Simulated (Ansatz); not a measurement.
Geometry optimisation, Ansatz, RHF/def2-SVP.

Input:

```yaml
crystal:
  periodic: [false, false, false]
  atoms:
    - { symbol: Si, position_ang: [0.2189, 0.013812, 0.027113] }
    - { symbol: Si, position_ang: [0.958989, -0.014684, 2.149706] }
    - { symbol: H, position_ang: [-0.004589, -0.288359, 3.244651] }
    - { symbol: H, position_ang: [2.00757, -1.067873, 2.20854] }
    - { symbol: H, position_ang: [1.590121, 1.306582, 2.39586] }
    - { symbol: H, position_ang: [1.580278, 0.211821, -0.46222] }
    - { symbol: O, position_ang: [-0.746959, 1.284381, -0.40969] }
    - { symbol: H, position_ang: [-1.576462, 1.123722, -0.828779] }
    - { symbol: H, position_ang: [-0.358347, -1.249801, -0.486281] }
basis:
  gaussian: { orbitals: def2-SVP }
hamiltonian:
  xc: hf
relax:
  f_tol: 0.03
  max_steps: 50
```

Command:

```bash
$ ansatz run input.yaml --threads 1 --pin off --max-ram 2048MiB --backend cpu --events-out ev --progress --plain --runs-dir out
```

Where does it end, and by what steps?

It converged. After 7 steps the energy has fallen by 0.312 eV; H6 moved furthest, 0.53 Å.

```json
{"step": "0", "energy less start (eV)": "0.0000", "largest force component (eV/Å)": "1.750", "accepted": "yes"}
{"step": "1", "energy less start (eV)": "-0.1853", "largest force component (eV/Å)": "0.307", "accepted": "yes"}
{"step": "2", "energy less start (eV)": "-0.2533", "largest force component (eV/Å)": "1.117", "accepted": "yes"}
{"step": "3", "energy less start (eV)": "-0.2882", "largest force component (eV/Å)": "0.344", "accepted": "yes"}
{"step": "4", "energy less start (eV)": "-0.3098", "largest force component (eV/Å)": "0.071", "accepted": "yes"}
{"step": "5", "energy less start (eV)": "-0.3112", "largest force component (eV/Å)": "0.126", "accepted": "yes"}
{"step": "6", "energy less start (eV)": "-0.3118", "largest force component (eV/Å)": "0.061", "accepted": "yes"}
{"step": "7", "energy less start (eV)": "-0.3121", "largest force component (eV/Å)": "0.005", "accepted": "yes"}
```

```xyz
9
Properties=species:S:1:pos:R:3
Si 0.257 -0.019 -0.019
Si 1.015 -0.004 2.217
H -0.106 -0.291 3.145
H 2.057 -1.048 2.392
H 1.601 1.315 2.556
H 1.381 0.241 -0.956
O -0.901 1.161 -0.147
H -1.333 1.313 -0.973
H -0.301 -1.349 -0.376
```

Whether the end is a true minimum wasn't checked by a vibrational analysis.

Time of the run: 10 s on 1 thread of Arm Neoverse V1, on a shared host, peak memory 0.13 GiB.
